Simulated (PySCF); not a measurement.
C3H4ClF.
SMILES with atom numbers: `[F:1]/[CH:2]=[CH:3]/[CH2:4][Cl:5]` (hydrogens: H6 on C2; H7 on C3; H8, H9 on C4)

Method used: PySCF, PBE0-D3(BJ)/def2-SVP geometry optimisation, gas phase.

Q: List the bond lengths, angles and torsions at this level.

A: 
```tsv
bond	length (bohr)
F1–C2	2.504
C2=C3	2.514
C3–C4	2.801
C4–Cl5	3.405
C2–H6	2.071
C3–H7	2.067
C4–H8, C4–H9	2.076
```

Bonds in one row agree within 0.02 bohr and their mean is given. A selection of angles:
```tsv
angle	degrees
F1–C2–C3	122.6
F1–C2–H6	112.8
C3–C2–H6	124.6
C2–C3–C4	122.0
C2–C3–H7	119.2
C4–C3–H7	118.8
C3–C4–Cl5	111.5
C3–C4–H8	111.9
Cl5–C4–H8	107.0
Cl5–C4–H9	105.8
H8–C4–H9	108.5
```

Torsions: F1–C2–C3–C4 180° (antiperiplanar); C2–C3–C4–Cl5 -114° (anticlinal). The mirror-image conformer, all signs reversed, is as good.

Of the pairs four or more bonds apart, H6···H8 is among the closest relative to their van der Waals radii: 2.44 Å, 101 % of the sum of Bondi's values. The 2 C–C bonds span 1.330 Å (C2=C3, drawn double) to 1.482 Å (C3–C4, drawn single), a spread of 0.152 Å.

Point group: C1 (no symmetry element, even within 0.4 Å). PBE0-D3(BJ)/def2-SVP frequencies: not computed here. The numbers are those of one conformer.
